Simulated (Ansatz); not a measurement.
Geometry optimisation, RKS PBE0-D4/def2-mTZVP (Ansatz 0.2.0).

input.yaml

```yaml
crystal:
  periodic: [false, false, false]
  atoms:
    - { symbol: "N", position_ang: [0.6366, -1.4549, 0.6006] }
    - { symbol: C, position_ang: [0.5705, -0.1701, -0.1787] }
    - { symbol: C, position_ang: [-0.1227, 0.9275, 0.5589] }
    - { symbol: C, position_ang: [-0.8335, 1.8677, 0.0799] }
    - { symbol: F, position_ang: [-1.1483, 1.9274, -1.2563] }
    - { symbol: O, position_ang: [-1.4269, 0.881, 0.8791] }
    - { symbol: H, position_ang: [0.31042, -1.19476, 1.53901] }
    - { symbol: H, position_ang: [1.58049, -1.71949, 0.64565] }
    - { symbol: H, position_ang: [0.0917, -0.3261, -1.1019] }
    - { symbol: H, position_ang: [1.6127, 0.1249, -0.3565] }
basis:
  gaussian: { orbitals: def2-mTZVP }
hamiltonian:
  xc: pbe0
  dispersion: d4
relax:
  f_tol: 0.015
  max_steps: 40
output:
  orbitals: {}
```

Run as:

```bash
$ ansatz run input.yaml --threads 2 --pin off --max-ram 3072MiB --backend cpu --events-out ev --progress --plain --runs-dir out
```

Question: Where does it end, and by what steps?

Answer: The run converged. After 23 steps the energy has fallen by 2.160 eV; H8 moved furthest, 1.07 Å. Parted: C4–O6 (1.40 → 2.25 Å).

```csv
step,energy less start (eV),largest force component (eV/Å),accepted
0,0.0000,3.357,yes
1,-0.5417,1.760,yes
2,-0.8148,1.657,yes
3,-0.9959,3.240,yes
4,-1.2240,3.256,yes
5,-1.2818,2.347,yes
6,-1.6751,1.923,yes
7,-1.7111,3.323,yes
8,-1.8409,2.109,yes
9,-2.0565,1.068,yes
10,-2.0992,0.576,yes
11,-2.1217,0.473,yes
12,-2.1415,0.280,yes
13,-2.1399,0.890,no
14,-2.1473,0.081,yes
15,-2.1511,0.266,yes
16,-2.1543,0.094,yes
17,-2.1569,0.076,yes
18,-2.1578,0.139,yes
19,-2.1587,0.096,yes
20,-2.1588,0.135,yes
21,-2.1594,0.033,yes
22,-2.1596,0.016,yes
23,-2.1596,0.011,yes
```

```xyz
10
Properties=species:S:1:pos:R:3
N 0.825 -1.403 0.596
C 0.612 -0.259 -0.252
C -0.271 0.814 0.339
C -0.469 2.143 -0.298
F -1.564 2.100 -1.015
O -0.793 0.745 1.436
H -0.070 -1.798 0.867
H 1.264 -1.107 1.463
H 0.167 -0.572 -1.206
H 1.570 0.200 -0.521
```

Whether the end is a true minimum wasn't checked by a vibrational analysis.

The run took 57 s on 2 threads of Intel(R) Xeon(R) Platinum 8488C (Sapphire Rapids), on a shared host, peak memory 0.32 GiB.
